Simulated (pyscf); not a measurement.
Thermochemistry of product channels of F–C:–F [singlet] + HC≡CH on the singlet surface, in eV, from CCSD(T)/def2-TZVPP + ΔMP2(QZVPP) energies (ideal gas, 1 atm, RRHO with modes under 100 cm⁻¹ raised to 100, one conformer, R ln 2 for chiral ones without a mode under 150 cm⁻¹). PySCF, gas phase, ωB97X-D3(BJ)/def2-SVP geometries. MP2 and CC: frozen core, UHF for open shells. ΔMP2 is the change of the MP2 total energy from the triple- to the quadruple-zeta basis.

```csv
products,ΔE,ΔH(298 K),ΔG(600 K),ΔG(1200 K)
HC≡C–CH(F)–F,-2.43,-2.28,-1.38,-0.48
:C=CH–CH(F)–F [singlet],-0.47,-0.37,+0.47,+1.29
H₂C=C=C(F)–F,-2.20,-2.06,-1.13,-0.21
:HC–CH=C(F)–F [singlet],-0.15,-0.05,+0.87,+1.77
cyclic C₃H₂F₂ (SMILES FC1(F)C=C1),-2.01,-1.88,-0.87,+0.14
```

The channel to cyclic C₃H₂F₂ (SMILES FC1(F)C=C1) turns unfavourable between 298 and 1200 K (ΔG from -1.38 eV to +0.14 eV).

These are energies of the channels, which say nothing of barriers. A restricted singlet here is unstable towards spin polarisation, as is usual where a triplet lies low; its energy is less safe. The CCSD(T) − MP2 part came from Ansatz, without density fitting, on the same reference.
